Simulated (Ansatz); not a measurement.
`COC(C)OC` and `CCOC` differ in one atom or group.

Ansatz, PBE0-D4/def2-TZVP geometries, multiplicity 1. Each molecule was computed in one conformer, which needn't be the lowest.

| property | `COC(C)OC` |
| --- | --- |
| HOMO–LUMO gap (ωB97M-V/def2-TZVPP) / eV | 12.67 |
| HOMO–LUMO gap (PBE/def2-TZVPP) / eV | 6.38 |
| LUMO energy (ωB97M-V/def2-TZVPP) / eV | 2.74 |
| ideal-gas entropy at 298 K and 1 bar (rigid rotor, harmonic PBE0-D4/def2-TZVP) / J/(mol·K) | 358 |
| HOMO energy (ωB97M-V/def2-TZVPP) / eV | -9.93 |
| HOMO energy (PBE0/def2-TZVPP) / eV | -7.50 |

Q: What does the change do to each property? (Estimate.)

A: The calculation gave: 
| property | `CCOC` | shift |
| --- | --- | --- |
| HOMO–LUMO gap (ωB97M-V/def2-TZVPP) / eV | 12.60 | -0.07 |
| HOMO–LUMO gap (PBE/def2-TZVPP) / eV | 6.33 | -0.05 |
| LUMO energy (ωB97M-V/def2-TZVPP) / eV | 2.82 | 0.08 |
| ideal-gas entropy at 298 K and 1 bar (rigid rotor, harmonic PBE0-D4/def2-TZVP) / J/(mol·K) | 302 | -56 |
| HOMO energy (ωB97M-V/def2-TZVPP) / eV | -9.78 | 0.15 |
| HOMO energy (PBE0/def2-TZVPP) / eV | -7.36 | 0.14 |

The zero-point energy changes by -86.1 kJ/mol with -12 modes.
